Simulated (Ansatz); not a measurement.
## 2H WSe2

These are r²SCAN in Ansatz (plane waves, PAW) values and carry that method's errors.

Settings: plane-wave cutoff 500 eV, 12×12×4 k mesh (along the axes of the cell as run), gaussian smearing 0.02 eV, no spin polarisation, scalar-relativistic PAW data made under PBE.

Cell: relaxed at this level.

```yaml
equilibrium_volume_per_atom: 21.75 Å³/atom
lattice_constant_a: 3.315 Å
c axis length: 13.708 Å
band_gap: 1.34 eV (on the SCF k mesh)
```

Measured, for comparison: band gap 1.2 eV (room temperature, no zero-point or thermal correction, bulk 2H; as tabulated in Bastos et al. (2019), arXiv:1903.08112); lattice constant a 3.282 Å, lattice parameter c 12.96 Å (300 K, no zero-point or thermal correction; as tabulated in arXiv:1605.07067). Computed (rounded) less measured: lattice constant a +1.0 %, lattice parameter c +5.8 %.

Note: the cell comes from a level without a dispersion term, which matters for the spacing of layers, chains or molecules; the cell has widely spaced layers and the level no dispersion term, so their spacing and the moduli can rest on weak binding.

Spin–orbit coupling is not included.

The computed numbers hold no vibrational or temperature effects.

Ansatz is a program for electronic structure.
